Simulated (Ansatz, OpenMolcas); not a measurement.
# SiH3 (silyl radical): the energy, rung by rung

The species is SiH3 (4 atoms), meant as a doublet with charge 0. As SMILES, `[SiH3]`. The shape is that of a GFN2-xTB optimisation.

```xyz
4

Si    0.2066   -0.0189   -0.1151
H     0.5871    0.6618    1.1056
H    -0.1950   -1.4016    0.0434
H    -0.5987    0.7587   -1.0339
```

Each level gives the energy change with the Si1–H2 bond stretched from 1.449 to 3.621 Å (eV). The values are calculated.

```
           level                    kind     program  value (eV)
  U-revPBE/3-21G                     GGA      Ansatz        3.48
     UBLYP/3-21G                     GGA      Ansatz        3.45
 U-r2SCAN0/3-21G         hybrid meta-GGA      Ansatz        3.56
    UBHLYP/3-21G           global hybrid      Ansatz        3.45
UCAM-B3LYP/3-21G  range-separated hybrid      Ansatz        3.52
   RPA@PBE/3-21G                     RPA      Ansatz        3.18
  UBCCD(T)/3-21G   coupled cluster or CI      Ansatz        3.24
 UCCSDT(Q)/3-21G   coupled cluster or CI      Ansatz        3.28
      FCI/STO-3G      exact in the basis  OpenMolcas        4.38
```

The first shape isn't each level's own minimum. The values span 3.18 to 4.38 eV. Spin contamination of the reference (⟨S²⟩ at least 0.1 too high) touches U-revPBE/3-21G, UBLYP/3-21G, U-r2SCAN0/3-21G, UBHLYP/3-21G, UCAM-B3LYP/3-21G, RPA@PBE/3-21G, UBCCD(T)/3-21G, UCCSDT(Q)/3-21G. All rows use very small basis sets, so even the best lies far from the true value.
